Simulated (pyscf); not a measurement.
H₂P–GeH₃ -> H₂P–GeH: [singlet] + hydrogen (H₂), a 1,1-elimination (singlet surface; Ge–H, Ge–H broken, H–H formed). PySCF, gas phase, ωB97X-D3(BJ)/def2-SVP geometries. Energies in eV from the reactant's lowest minimum found.

Small-basis levels: PySCF, no dispersion term, spherical d functions. 

Q: In single points HF/3-21G puts the saddle at 3.22 eV and the reaction energy at +1.45 eV. Should these be trusted to within a few kcal/mol? Compare with ωB97M-D3(BJ)/def2-TZVP.

A: ωB97M-D3(BJ)/def2-TZVP gives ΔE‡ = 2.31 eV and ΔE = +1.51 eV. HF/3-21G lies 0.92 eV over it in the barrier and 0.06 eV under it in the reaction energy, so on this step it does not hold to within 0.13 eV. ωB97M-D3(BJ)/def2-TZVP has limits of its own. This is the saddle that the search found; another between the same sides may lie lower. In the def2 sets elements up to Kr have no core potential.
